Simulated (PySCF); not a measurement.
# Stretching BO

Set-up: PySCF, no relativity, basis sets B pcseg-2, O pcseg-2. Energies in eV from B + O in their ground configurations at the same level. All curves are PBE0. state 1: ²Σ⁺ (doublet), unpaired electrons σ ↑; state 2: quartet, unpaired electrons σ ↑, π ↑↑, a second solution, started from another occupation.

```csv
R (Å),state 1,state 2
1.033,-6.691,2.524
1.081,-7.681,0.743
1.129,-8.239,-0.557
1.165,-8.441,-1.283
1.201,-8.496,-1.836
1.237,-8.435,-2.246
1.285,-8.215,-2.616
1.345,-7.781,-2.858
1.417,-7.113,-2.916
```

Q: Put a parabola through the three lowest points of the state 1 curve and estimate Re, k and ωe (reduced mass 6.521 u; 1 eV/Å² = 0.16022 mdyn/Å; ωe = 1302.8·√(k/μ) cm⁻¹).

A: Through R = 1.165, 1.201, 1.237 Å the second-order coefficient is 44.8 eV/Å², so Re ≈ 1.200 Å, k ≈ 14.3 mdyn/Å and ωe ≈ 1932 cm⁻¹. A polynomial fit of higher order to the unrounded PBE0 energies gives Re = 1.199 Å, k = 14.5 mdyn/Å, ωe = 1940 cm⁻¹; anharmonicity and rounding make the difference.

The higher-order fit for each curve: state 1: Re = 1.199 Å, ωe = 1940 cm⁻¹, De = 8.50 eV. State 2 gave no clean fit.

The state was picked by a PBE0 search and need not be the measured ground state.
